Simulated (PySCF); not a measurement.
## Working out the ionisation energy of C

C [He] 2s2 2p2 (3P) → C⁺ [He] 2s2 2p1 (2P). Calculation: PySCF 2.14, in dyall-acv3z (15s9p4d2f, 76 functions); the non-relativistic Hamiltonian (point nucleus). Frozen: nothing; the 5 highest virtual orbitals dropped. Energies in hartree (1 hartree = 27.21139 eV):

```
             part   C (lower)  C⁺ (upper)
              UHF  -37.693639  -37.296698
MP2 opposite-spin   -0.100772   -0.093535
    MP2 same-spin   -0.016470   -0.006600
```

Question: What does Hartree-Fock give?

Answer: (-37.296698) − (-37.693639) = 0.396941 hartree = 10.801 eV.

Question: What do MP2 and SCS-MP2 (6/5 opposite-spin, 1/3 same-spin) give?

Answer: The opposite-spin parts differ by 0.197 eV and the same-spin parts by 0.269 eV. MP2: 10.801 + (0.197) + (0.269) = 11.267 eV. SCS-MP2: 10.801 + 1.2 × (0.197) + (0.269)/3 = 11.127 eV.

Measured between the centres of the two terms (NIST): 11.262 eV, so MP2 (valence and next inner shell) is off by 0.005 eV.

What remains against the reference includes basis incompleteness and correlation beyond second order.
